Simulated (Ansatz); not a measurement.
# SiPH (singlet): wave-function methods side by side at distance Si1–P2 = 6.939 Å, 6-31G

One table from this session's results is given with a row withheld; the runs are named, their logs left out.

The runs use Ansatz 0.2.0, Gaussian basis; 6-31G, core rule «outside noble gas», up to 10 orbitals frozen.

To be run: UHF; CCSD(T) on RHF; CCSD(T) on UHF; BCCD(T) on RHF; CISD; CCSDT(Q) on UHF; CASSCF and MRCISD+Q, 2 electrons in 2 orbitals; CASSCF and NEVPT2, 2 electrons in 2 orbitals; CASSCF and MRCISD+Q, 10 electrons in 9 orbitals; CASSCF and NEVPT2, 10 electrons in 9 orbitals; Full CI.

8 further runs of the same task are left out: 1 for a known fault of the program, 7 that didn't finish. Runs told in other sessions of the task aren't counted.

### The system

The geometry derives from a PBE0/def2-TZVP stationary point (not a proven minimum). One bond is set to the value named and the two fragments are kept rigid.

3 atoms, charge 0, spin multiplicity 1.

Atoms are counted from 1 here; the program's logs count them from 0.

Bond lengths: P2–H3 1.492 Å.

The first run:

Input file in.yaml:

```yaml
crystal:
  periodic: [false, false, false]
  atoms:
    - {symbol: Si, position_ang: [0.000000, -0.384360, 4.386455]}
    - {symbol: P, position_ang: [0.000000, -0.461744, -2.552113]}
    - {symbol: H, position_ang: [0.000000, 0.846105, -1.834342]}
basis:
  gaussian: {orbitals: 6-31G}
magnetization: {spin_polarized: true, initial_magnetization: 0}
hamiltonian: {xc: hf}
output: {orbitals: {seedname: orbitals}}
```

Run with:

```console
$ ansatz run in.yaml --threads 1 --pin off --events-out ev --progress --plain --max-ram 4096MiB --backend cpu
```

Steps of the session up to this table: UHF; CCSD(T) on RHF; CCSD(T) on UHF; BCCD(T) on RHF; CISD; CCSDT(Q) on UHF; CASSCF and MRCISD+Q, 2 electrons in 2 orbitals; CASSCF and NEVPT2, 2 electrons in 2 orbitals; CASSCF and MRCISD+Q, 10 electrons in 9 orbitals; CASSCF and NEVPT2, 10 electrons in 9 orbitals; Full CI.

One of the session's tables, all rows but one given; the rest of the session is left out.

```
          method  from FCI (meV)
             RHF         +5366.2
             UHF         +1791.9
            RMP2         +3666.4
            UMP2          +579.9
            CISD         +1894.1
           RCCSD         +2588.0
           UCCSD           +12.8
        RCCSD(T)         +2481.8
        UCCSD(T)               ?
         BCCD(T)         +2482.4
          UCCSDT            -3.1
       UCCSDT(Q)            -3.6
  CASSCF valence          +865.9
  NEVPT2 valence          +290.4
  MRCISD valence           +19.8
MRCISD+Q valence            -0.8
             FCI               0
```

**Question.** Estimate the row for UCCSD(T).

**Answer.** from FCI (meV): +1.2. In the column «from FCI (meV)» it lies between FCI (0) and UCCSD (+12.8).

To keep in mind: The determinant of CCSD(T) (⟨S²⟩ 2.01) is far from a pure spin state, so its energy mixes those of several spin states; high orders of coupled cluster remove much of that, low ones don't. The determinant of CCSDT(Q) (⟨S²⟩ 2.01) is far from a pure spin state, so its energy mixes those of several spin states; high orders of coupled cluster remove much of that, low ones don't. Left out of the table: CASSCF pair, NEVPT2 pair, MRCISD pair, MRCISD+Q pair (the active space lost an orbital or holds another state than full CI finds). The program flags RCCSD(T), BCCD(T) as in doubt, so those rows may rest on another solution. UCCSDT, UCCSDT(Q) fall below full CI: unrestricted runs freeze a spin-polarised core, another one than full CI's, and coupled cluster isn't variational. Restricted and unrestricted rows rest on different reference determinants; a gap between their highest levels can come from leftover correlation error, from unlike frozen cores or from another state.
